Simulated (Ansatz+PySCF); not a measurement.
Results of a calculation; reference values are marked as such.
## Ansatz (development build ahead of 0.2.0) run

```yaml
crystal:
  periodic: [false, false, false]
  atoms:
    - { symbol: Si, position_ang: [0.0, 0.0, 0.0] }
    - { symbol: H, position_ang: [2.66072, 0.0, 0.0] }
    - { symbol: H, position_ang: [-2.47374, 0.0, 0.0] }
basis:
  gaussian: { orbitals: "6-31G" }
hamiltonian:
  xc: hf
correlation:
  method: fci
  frozen_orbitals: { H: 0, Si: 5 }
```

The input is written out in the form of the current development build from the run's settings.

Results

* Converged: yes
* Total energy: -289.88583 hartree
* State: lowest singlet root, of any spatial symmetry
